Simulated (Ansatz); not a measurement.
Input file:

```yaml
crystal:
  periodic: [false, false, false]
  atoms:
    - {symbol: Al, position_ang: [-0.088601, 0.000000, 0.000000]}
    - {symbol: H, position_ang: [-0.881524, 1.373384, 0.000000]}
    - {symbol: H, position_ang: [-0.881524, -1.373384, 0.000000]}
    - {symbol: H, position_ang: [1.585399, 0.000000, 0.000000]}
    - {symbol: H, position_ang: [2.549399, 0.000000, 0.000000]}
basis:
  gaussian: {orbitals: 6-31G, fitting: {mean_field: def2-universal-jkfit}, point_charges: [{charge: 0.50, position_ang: [5.554, -0.281, 0.911]}]}
magnetization: {spin_polarized: false, initial_magnetization: 1}
correlation: {method: sc_nevpt2, electrons: outside_noble_gas, active_space: {window: {electrons: 3, orbitals: 3}, states: [{multiplicity: 2, weights: [1, 1]}], root: 5}}
accuracy: high
scf: {lower_state_search: full}
```

```sh
$ ansatz run in.yaml --threads 1 --pin off --events-out ev --progress --plain --max-ram 2393MiB
```

Q: What does the program do with this input?

A: Refused. The input was made wrong on purpose (root beyond the states), so the run isn't a sound calculation of what was asked.
```
Error: the active space averages no state 5, counted from zero
```
